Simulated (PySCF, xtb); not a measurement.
## Two structures of AlH4PS

Structure I: `[PH2][AlH][SH]`, a singlet. Structure II: a singlet given by its coordinates. Both are isolated molecules in the gas phase, relaxed with B3LYP-D3(BJ)/def2-SVP; the shapes shown needn't be the lowest conformers.

I (Å):

```yaml
atoms:
  - { symbol: Al, position_ang: [-0.5650, -0.2165, -0.8964] }
  - { symbol: P, position_ang: [1.6800, -0.7348, -0.5271] }
  - { symbol: S, position_ang: [-1.2652, 1.7464, -0.2046] }
  - { symbol: H, position_ang: [-2.5000, 1.6266, -0.7480] }
  - { symbol: H, position_ang: [-1.5467, -1.1505, -1.7116] }
  - { symbol: H, position_ang: [1.3722, -2.0283, 0.0024] }
  - { symbol: H, position_ang: [1.7207, -0.0939, 0.7501] }
```

II (Å):

```yaml
atoms:
  - { symbol: Al, position_ang: [-0.8805, 2.0869, -1.2545] }
  - { symbol: P, position_ang: [0.3892, -0.0547, -1.5267] }
  - { symbol: S, position_ang: [0.7075, 1.5972, -2.8129] }
  - { symbol: H, position_ang: [-2.3907, 1.8806, -1.6674] }
  - { symbol: H, position_ang: [-0.4071, 2.8352, 0.0531] }
  - { symbol: H, position_ang: [0.1341, -1.1690, -2.3701] }
  - { symbol: H, position_ang: [1.6694, -0.4262, -1.0356] }
```

Close contacts (Å): Al1–P2 2.50, Al1–S3 2.28, P2–S3 2.12, Al1–H4 1.58, Al1–H5 1.58, P2–H6 1.42, P2–H7 1.42.

Quicker runs give these differences E(II) − E(I): GFN2-xTB −13.5 kcal/mol; HF/STO-3G +12.3 kcal/mol (at GFN2-xTB geometries); r2SCAN-D4/def2-SVP +13.5 kcal/mol (at GFN2-xTB geometries).

Question: Estimate which is lower in electronic energy at CCSD(T)/def2-SVP + ΔMP2/def2-TZVPP, and by roughly how much.

Answer: The CCSD(T)/def2-SVP + ΔMP2/def2-TZVPP calculation puts structure I lower, by 11.7 kcal/mol.

How the difference moves with the method:

```tsv
level	geometry	E(II) − E(I) (kcal/mol)	departure from the last row (kcal/mol)	job, with rough time for the two
GFN2-xTB	GFN2-xTB	−13.5	−25.2	optimisation, 0.24 s
HF/STO-3G	GFN2-xTB	+12.3	+0.6	single point, 1.4 s
r2SCAN-D4/def2-SVP	GFN2-xTB	+13.5	+1.9	single point, 12 s
B3LYP-D3(BJ)/def2-SVP	B3LYP-D3(BJ)/def2-SVP	+13.1	+1.5	optimisation, 74 s
HF/def2-SVP	B3LYP-D3(BJ)/def2-SVP	+15.4	+3.8	part of the CCSD(T) run
MP2/def2-SVP	B3LYP-D3(BJ)/def2-SVP	+13.7	+2.1	part of the CCSD(T) run
CCSD(T)/def2-SVP	B3LYP-D3(BJ)/def2-SVP	+14.7	+3.0	single point
CCSD(T)/def2-SVP + ΔMP2/def2-TZVPP	B3LYP-D3(BJ)/def2-SVP	+11.7		single point, 23 s
```

GFN2-xTB puts the two in the other order. The largest departure from CCSD(T)/def2-SVP + ΔMP2/def2-TZVPP is that of GFN2-xTB, 25.2 kcal/mol. The last row adds to CCSD(T) the change of the MP2 difference between the two basis sets, here −3.0 kcal/mol.

With thermal terms from frequencies at re-optimised GFN2-xTB minima (ideal gas, soft modes damped towards free rotors, one conformer each, 298.15 K, 1 atm): the zero-point term adds +1.0 kcal/mol; ΔH is +12.2 and ΔG +13.6 kcal/mol.

The correlated steps freeze 15 core orbitals. Programs: PySCF 2.14.0, xtb 6.7.1; the last row on 2 threads of Arm Neoverse V2 on a shared host.
